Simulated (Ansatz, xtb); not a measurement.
Molecule: P$_{2}$ (charge 0, singlet). SMILES: P#P
Coordinates optimised at B3LYP-D3(BJ)/def2-TZVP (Ansatz, an electronic-structure program):
```
P
P 1 1.8895
```

Harmonic wavenumbers from GFN2-xTB (xtb, at its own minimum), cm⁻¹: 909.

Question: Give the harmonic wavenumbers at B3LYP-D3(BJ)/def2-TZVP (Ansatz, finite differences of forces, unscaled).

Answer: 811 cm⁻¹. Zero-point energy 1.2 kcal/mol.

Question: From these and the geometry, give the ideal-gas thermochemistry at 298.15 K and 1 atm (rigid rotor, harmonic oscillator).

Answer: Point group D∞h, rotational symmetry number 2. Rotational constants 9.14, 9.14 GHz. S(trans) 38.29, S(rot) 13.57, S(vib) 0.20, S(elec, spin only) 0.00, S 52.1 cal/(mol K). H(298) - H(0) 2.12 kcal/mol; G - E(el) -12.2 kcal/mol. Tabulated S at 1 bar: 52.1 cal/(mol K) (CRC Handbook, as tabulated in the package chemicals).
